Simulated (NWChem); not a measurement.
Species: CH₆Si; SMILES C[SiH3]

All runs: NWChem. Coordinates come from a PBE0/def2-SVP optimisation.

Diagonal of the polarisability tensor at PBE0/def2-SVPD, static: 40.99, 40.99, 47.99 bohr³.

Question: Find the mean polarisability volume, the molar refraction, and the refractive index that an ideal gas of it would have at 273.15 K and 1 atm.

Answer: 
1. Mean: one third of the trace = 43.32 bohr³ × 0.14818 Å³/bohr³ = 6.42 Å³.
2. Molar refraction (Lorentz-Lorenz): (4π/3) N_A α = 16.2 cm³/mol.
3. Number density p/kT = 2.687 × 10⁻⁵ Å⁻³; n − 1 = 2π N α = 10.84 × 10⁻⁴.
4. These hold the electronic response alone: vibrational and orientational terms add to the static dielectric constant.
